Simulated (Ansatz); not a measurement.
# Ru (Ru, hcp): the cost of one run

Program: Ansatz 0.2.0. Level of theory: DFT LDA (PW92), plane waves (420 eV) with PAW, scalar-relativistic; PBE-made PAW files. These are calculated values, not measurements.

## Step 1: The starting structure

It takes space group P6_3/mmc (No. 194, hexagonal). The conventional cell has a = 2.704 Å, b = 2.704 Å, c = 4.282 Å, α = 90.00°, β = 90.00°, γ = 120.00°. Around Ru (site symmetry -6m2) lie 12 Ru at 2.65 to 2.70 Å.

Coordinates:

```cif
data_structure
_symmetry_space_group_name_H-M 'P6_3/mmc'
_symmetry_Int_Tables_number 194
_cell_length_a 2.7039
_cell_length_b 2.7039
_cell_length_c 4.2817
_cell_angle_alpha 90.000
_cell_angle_beta 90.000
_cell_angle_gamma 120.000
_cell_volume 27.11
loop_
_atom_site_label
_atom_site_type_symbol
_atom_site_symmetry_multiplicity
_atom_site_Wyckoff_symbol
_atom_site_fract_x
_atom_site_fract_y
_atom_site_fract_z
_atom_site_occupancy
Ru1 Ru 2 c 0.33333 0.66667 0.25000 1
```

## Step 2: Geometry optimisation

File input.yaml:

```yaml
crystal:
  lattice:
    - [2.7038898633, 0.0, 0.0]
    - [-1.3519449316, 2.3416373106, 0.0]
    - [0.0, 0.0, 4.28168]
  atoms:
    - { symbol: Ru, position: [0.3333333333, 0.6666666667, 0.25] }
    - { symbol: Ru, position: [0.6666666667, 0.3333333333, 0.75] }
hamiltonian:
  xc: lda
  pseudopotentials:
    kind: paw
    azcp:
      Ru: "pseudopotentials/Ru.paw.azcp"
basis:
  ecutwfc: 420
  fft_grid_basis: typed
kpoints:
  mp_grid: { grid: [13, 13, 8], shift: [0, 0, 0] }
magnetization:
  spin_polarized: false
scf:
  occupations: { method: fermi_dirac, width: 0.1 }
relax:
  max_steps: 60
  f_tol: 0.01
  cell: {}
```

Q: Estimate wall time and peak memory on 1 thread of an x86-64 CPU, shared host.

About 25 s, with a peak of 0.55 GiB.
